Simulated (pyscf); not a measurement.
Single points on ωB97X-D3(BJ)/def2-SVP structures (PySCF, gas phase).

### Question
What is the homolytic dissociation enthalpy (298 K, ωB97M-D3(BJ)/def2-TZVP) of the Bi–O bond of H₂N–Bi(NH₂)–OH (SMILES [NH2][Bi]([NH2])[OH]), to H₂N–Bi•–NH₂ + OH•?

### Answer
Bi–O to H₂N–Bi•–NH₂ + OH•: 326.2 kJ/mol. The 7 functionals that were run give +320.1 (M06-2X) to +344.0 kJ/mol (PBE). Other isomers of H₂N–Bi•–NH₂ were not searched in full and may lie lower. Left out: the spin-orbit lowering of OH. Elements past Kr carry the def2 core potentials, without spin-orbit coupling.
